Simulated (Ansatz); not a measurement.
Process, species as SMILES: [SiH3] (SiH3) → [SiH3-] (an electron is taken up)

Quantity: adiabatic electron affinity (0 K, with zero-point energies), in eV. Positive where the reaction releases energy. Set-up: 6-311+G** with 5d, 6d on Na to Ar in Ansatz (a quantum-chemistry and plane-wave program); LANL2DZ with its own core potentials from Na on; no spin-orbit coupling; valence correlation only; non-relativistic; 6-31G* and kin with 6d, 5d where marked; UHF or UKS for open shells. First-principles rows: single points at B3LYP-D3(BJ) geometries (Ansatz), with unscaled harmonic terms from B3LYP/6-31G* at its own minima. Sets without +, aug- or the D of def2-TZVPD hold no diffuse functions, which anions need.

```
level          program  adiabatic electron affinity (0 K, with zero-point energies) (eV)
-------------  -------  ----------------------------------------------------------------
MP2/STO-3G      Ansatz                                                             -4.58
MP2/3-21G       Ansatz                                                              0.37
MP2/LANL2DZ     Ansatz                                                              0.27
MP2/6-31G*      Ansatz                                                              0.52
MP2/6-311+G**   Ansatz                                                              0.87
```

No value to compare with is used here. The 5 habitual levels span -4.58 (MP2/STO-3G) to 0.87 eV (MP2/6-311+G**).

The sets are all those run for this method; runs whose electronic state is in doubt are left out.
